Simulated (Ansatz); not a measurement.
# The cluster Al2N+: single points with varied inputs

Aim: run the cluster Al2N+ under a spread of inputs, and see what each costs and gives.

Method: the settings change from run to run; program: Ansatz 0.2.0, Gaussian basis.

1 further run of the same task is left out (set aside as unsound or not needed).

**1. The molecule**

The structure was relaxed beforehand with PBE0-D4 in a triple-zeta def2 set.

3 atoms, charge 1, spin multiplicity 1.

Atoms are counted from 1 here; the program's logs count them from 0.

Bond lengths: Al1–N3 1.700 Å, Al2–N3 1.700 Å. Angles: Al1–N3–Al2 179.9°.

Geometry (Å):

```xyz
3
Al2N
Al    1.1263    0.6370    1.1030
Al   -1.1271   -0.6370   -1.1022
N     0.0008   -0.0001   -0.0008
```

**2. wB97X/def2-TZVPP**

Set apart from the defaults: atoms shaken by 0.03 Å, density fitting with def2-universal-jkfit, the search for lower states set to light.

Contents of in.yaml:

```yaml
crystal:
  periodic: [false, false, false]
  atoms:
    - {symbol: Al, position_ang: [1.150856, 0.649652, 1.117797]}
    - {symbol: Al, position_ang: [-1.104644, -0.641036, -1.076204]}
    - {symbol: N, position_ang: [0.012176, -0.045030, -0.009586]}
basis:
  gaussian: {orbitals: def2-TZVPP, fitting: {mean_field: def2-universal-jkfit}}
total_charge: 1
hamiltonian: {xc: {name: wB97X}}
scf: {lower_state_search: light}
output: {forces: true}
```

Launch:

```console
$ ansatz run in.yaml --threads 4 --pin off --events-out ev --progress --plain --max-ram 3916MiB
```

The program printed (excerpt; [...] marks lines left out):

```text
Functional definition: wB97X
  name "wB97X"
  cite "Chai & Head-Gordon, J. Chem. Phys. 128, 084106 (2008) doi:10.1063/1.2834918"
  cite "Becke, J. Chem. Phys. 107, 8554 (1997) doi:10.1063/1.475007"
[...]
  # The coefficients of nought are those of the uniform gas.
[...]
      + exact_x_lr(omega)
[...]
      + integral(e_c_pw_opposite_spin*poly(b97_u_opposite, 1, cos1, cos2, cos3, cos4))
333 factors; integrals over basis functions are off by at most 7.8e-1 eV
333 factors; integrals over basis functions are off by at most 5.1e-4 eV
[...]
mean field -14674.01346953 eV, -539.2600486015 hartree, gradient 8.7e-6 eV, S^2 0.000000; 0 other end points of the search recorded, 0 dependent functions left out
[...]
reference -14674.01344149 eV, -539.2600475713 hartree; 16, 16 occupied and 99, 99 virtual orbitals, 333 factors
Total energy: -14674.01344149 eV, -539.2600475713 hartree
Atom 0 at     1.150856     0.649652     1.117797 Å, force    -0.540598    -0.342603    -0.541101 eV/Å
Atom 1 at    -1.104644    -0.641036    -1.076204 Å, force    -0.768608    -0.423225    -0.740039 eV/Å
Atom 2 at     0.012176    -0.045030    -0.009586 Å, force     1.309206     0.765827     1.281140 eV/Å
Dipole moment:    -0.084491    -0.004580    -0.062122 e Å
```

Wall time 2.5 s (4 threads of Intel Xeon at 2.50GHz, shared host).

Largest force 1.985 eV/Å.

**3. B3LYP/6-31G**

Contents of in.yaml:

```yaml
crystal:
  periodic: [false, false, false]
  atoms:
    - {symbol: Al, position_ang: [1.126345, 0.637038, 1.102972]}
    - {symbol: Al, position_ang: [-1.127136, -0.636973, -1.102199]}
    - {symbol: N, position_ang: [0.000791, -0.000055, -0.000783]}
basis:
  gaussian: {orbitals: 6-31G}
total_charge: 1
hamiltonian: {xc: {name: B3LYP}}
output: {forces: true}
```

Launched as before.

The program printed (excerpt; [...] marks lines left out):

```text
Functional definition: B3LYP
  name "B3LYP"
  cite "Stephens, Devlin, Chabalowski & Frisch, J. Phys. Chem. 98, 11623 (1994) doi:10.1021/j100096a001"
  cite "Becke, Phys. Rev. A 38, 3098 (1988) doi:10.1103/PhysRevA.38.3098"
  cite "Lee, Yang & Parr, Phys. Rev. B 37, 785 (1988) doi:10.1103/PhysRevB.37.785"
  cite "Vosko, Wilk & Nusair, Can. J. Phys. 58, 1200 (1980) doi:10.1139/p80-159"
[...]
408 factors; integrals over basis functions are off by at most 1.0e-4 eV
[...]
mean field -14674.04641753 eV, -539.2612594182 hartree, gradient 3.3e-5 eV, S^2 0.000000; 0 other end points of the search recorded, 0 dependent functions left out
[...]
reference -14674.04662071 eV, -539.2612668849 hartree; 16, 16 occupied and 19, 19 virtual orbitals, 408 factors
Total energy: -14674.04662071 eV, -539.2612668849 hartree
Atom 0 at     1.126345     0.637038     1.102972 Å, force     0.889327     0.502679     0.869943 eV/Å
Atom 1 at    -1.127136    -0.636973    -1.102199 Å, force    -0.889181    -0.502804    -0.870437 eV/Å
Atom 2 at     0.000791    -0.000055    -0.000783 Å, force    -0.000145     0.000125     0.000494 eV/Å
Dipole moment:    -0.001358     0.000095     0.001322 e Å
```

It took 0.76 s on 4 threads of Intel Xeon at 2.50GHz, shared host.

Largest force 1.342 eV/Å.

**4. HSE06/def2-SVPD**

Options: atoms shaken by 0.03 Å.

Contents of in.yaml:

```yaml
crystal:
  periodic: [false, false, false]
  atoms:
    - {symbol: Al, position_ang: [1.148004, 0.663759, 1.142819]}
    - {symbol: Al, position_ang: [-1.133101, -0.626780, -1.033239]}
    - {symbol: N, position_ang: [-0.000245, 0.024095, -0.029280]}
basis:
  gaussian: {orbitals: def2-SVPD}
total_charge: 1
hamiltonian: {xc: {name: HSE06}}
scf: {omitted_lower_state_checks: [starts]}
```

Launched as before.

The program printed (excerpt; [...] marks lines left out):

```text
Functional definition: HSE06
  name "HSE06"
  cite "Heyd, Scuseria & Ernzerhof, J. Chem. Phys. 118, 8207 (2003) doi:10.1063/1.1564060"
  cite "Krukau, Vydrov, Izmaylov & Scuseria, J. Chem. Phys. 125, 224106 (2006) doi:10.1063/1.2404663"
  cite "Heyd & Scuseria, J. Chem. Phys. 120, 7274 (2004) doi:10.1063/1.1668634"
  cite "Ernzerhof & Perdew, J. Chem. Phys. 109, 3313 (1998) doi:10.1063/1.476928"
  cite "Perdew, Burke & Ernzerhof, Phys. Rev. Lett. 77, 3865 (1996) doi:10.1103/PhysRevLett.77.3865"
  parent pbe
[...]
  # The whole range is PBE's own exchange, as in plane waves. The composition of these papers is wPBEh.
[...]
665 factors; their error is unknown
58 factors; integrals over basis functions are off by at most 4.7e-5 eV
[...]
mean field -14660.93649606 eV, -538.7794786905 hartree, gradient 1.9e-5 eV, S^2 0.000000; 0 other end points of the search recorded, 0 dependent functions left out
reference -14660.93653921 eV, -538.7794802761 hartree; 16, 16 occupied and 52, 52 virtual orbitals, 665 factors
Total energy: -14660.93653921 eV, -538.7794802761 hartree
Checks for a lower state left out: starts
```

Wall time 1 s (4 threads of Intel Xeon at 2.50GHz, shared host).

**5. All runs side by side**

```tsv
level	charge	multiplicity	geometry	functions	energy (eV)	time
wB97X/def2-TZVPP	1	1	shaken	115	-14674.013	2.5 s
B3LYP/6-31G	1	1	relaxed	35	-14674.047	0.76 s
HSE06/def2-SVPD	1	1	shaken	68	-14660.937	1 s
```

**6. Summary of results**

| quantity | value |
| --- | --- |
| runs | 3 |
| quickest | B3LYP/6-31G, 0.76 s |
| slowest | wB97X/def2-TZVPP, 2.5 s |

What this shows: The runs differ in state or geometry as well as level, so their energies can't be set against each other. Run time spans a factor of 3, from B3LYP/6-31G to wB97X/def2-TZVPP. The jobs differ in tasks and options as well as level. At the PBE0-D4/def2-TZVP geometry and in the same state, runs without warnings or point charges leave forces up to 1.34 eV/Å (B3LYP/6-31G), against 2.0 eV/Å where the atoms were moved.
